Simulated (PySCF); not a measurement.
# Functional benchmark on one molecule

Molecule: Nitrogen trifluoride, F3N.

Atoms are numbered as in `[F:1][N:2]([F:3])[F:4]`.

Geometry PBE0-D3(BJ)/def2-SVP throughout; GIAO in PySCF, gas phase, one conformer, non-relativistic; equivalent atoms averaged; basis pcSseg-2.

Reference values (CCSD(T)/13s9p4d3f; gas (isolated, no vibration); M. E. Harding, PhD thesis, Mainz 2008 (Harding, Lenhart, Auer, Gauss, JCP 2008, 128, 244111)): σ(F1/F3/F4) = 76.3 ppm.

Q: How do the functionals WP04, B97-2, BHandHLYP, CAM-B3LYP, wB97X-D, LC-wPBE perform against the reference? Times are CPU seconds on 1 thread of an Arm Neoverse V1, shared host.

A: 
```csv
functional,kind,F1/F3/F4,abs. error F,core-s
WP04,global hybrid,44.2,32.1,4
B97-2,global hybrid,68.8,7.5,3.9
BHandHLYP,global hybrid,84.3,8.0,3.8
CAM-B3LYP,range-separated hybrid,61.6,14.7,5.1
wB97X-D,range-separated hybrid,69.4,6.9,5.2
LC-wPBE,range-separated hybrid,75.8,0.5,7.8
```

For 19F the closest is LC-wPBE (0.5 ppm) and the furthest WP04 (32.1 ppm). One molecule is a small sample, and the reference may use another geometry.
